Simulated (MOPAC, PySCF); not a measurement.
Dissociation curve of SMILES Cl[Si](Cl)(Cl)Cl. The Si1–Cl5 bond (Si1 also carries Cl, Cl, Cl; Cl5 carries nothing else) is stretched with both fragments frozen at the PBE0/def2-TZVP optimised geometry. Each curve is given relative to its own lowest point near equilibrium.

| R / Å | A | B | C | D |
|---|---|---|---|---|
| 1.53 | 90.4 | 160.7 | 236.0 | 236.0 |
| 1.62 | 53.8 | 92.0 | 136.2 | 136.2 |
| 1.72 | 26.6 | 44.0 | 66.8 | 66.8 |
| 1.84 | 8.5 | 13.5 | 21.7 | 21.7 |
| 1.88 | 5.1 | 8.0 | 13.1 | 13.1 |
| 1.97 | 0.8 | 1.2 | 2.2 | 2.2 |
| 2.02 | 0.0 | 0.0 | 0.0 | 0.0 |
| 2.09 | 0.2 | 0.3 | 0.3 | 0.3 |
| 2.15 | 1.4 | 2.0 | 3.0 | 3.0 |
| 2.22 | 3.8 | 5.3 | 8.3 | 8.3 |
| 2.36 | 12.5 | 15.8 | 22.9 | 22.9 |
| 2.52 | 28.6 | 33.9 | 43.1 | 43.1 |
| 2.73 | 56.0 | 64.8 | 70.5 | 70.5 |
| 3.00 | 91.6 | 105.1 | 102.9 | 102.9 |
| 3.36 | 128.8 | 144.8 | 130.9 | 138.4 |
| 3.63 | 148.8 | 166.9 | 141.6 | 159.5 |
| 4.05 | 170.2 | 193.2 | 150.0 | 184.4 |
| 4.44 | 183.2 | 209.7 | 153.0 | 200.9 |
| 4.99 | 195.1 | 224.6 | 154.3 | 216.2 |
| 5.49 | 202.3 | 233.4 | 154.4 | 224.7 |
| 6.14 | 209.0 | 241.2 | 154.4 | 231.4 |

Energies in mEh.

Which curve belongs to which method? The methods are AM1, restricted, heats of formation run with MOPAC 23.2.5; PM3, restricted, heats of formation (MOPAC); restricted BHandHLYP/cc-pVDZ in PySCF; PySCF 2.14.0 with unrestricted BHandHLYP/cc-pVDZ.

A is PM3; B is AM1; C is UKS-BHandHLYP; D is RKS-BHandHLYP.

The unrestricted determinant behind UKS-BHandHLYP is spin-contaminated at 3.36 to 6.14 Å (<S²> up to 1.0, against 0.00 for a pure singlet). The restricted form behind AM1, RKS-BHandHLYP, PM3 keeps the bonding electrons paired and can't separate into open-shell fragments. At the longest distance RKS-BHandHLYP leaves fractional charges on the fragments, a sign of delocalisation error or of the restricted form.
